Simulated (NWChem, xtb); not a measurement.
## How methods differ on SiH3O2 (SMILES O[SiH]O)

The species is SiH3O2 (6 atoms), meant as a doublet with charge 0. SMILES: `O[SiH]O`. The shape is that of a PBE0-D4/def2-TZVP optimisation. This is one conformer, not always the lowest.

Each level gives the mean polarisability (bohr³). The values are calculated.

| level | kind | program | value (bohr³) | CPU time |
| --- | --- | --- | --- | --- |
| GFN2-xTB | semi-empirical | xtb | 48.0 | under 2 s |
| GFN0-xTB | semi-empirical | xtb | 49.0 | under 2 s |
| UBP86/6-31++G** (spherical functions) | GGA | NWChem | 38.3 | 38 s |
| UBP86/6-311++G(2d,2p) | GGA | NWChem | 39.9 | 75 s |
| UBP86/6-31G* (spherical functions) | GGA | NWChem | 30.0 | 22 s |
| UBP86/6-31+G* (spherical functions) | GGA | NWChem | 36.9 | 30 s |
| UBP86/6-311+G** | GGA | NWChem | 38.1 | 47 s |

The values span 30.0 to 49.0 bohr³. CPU times are rough (shared hosts, several kinds of processor): they show what a rung costs within a factor of a few.
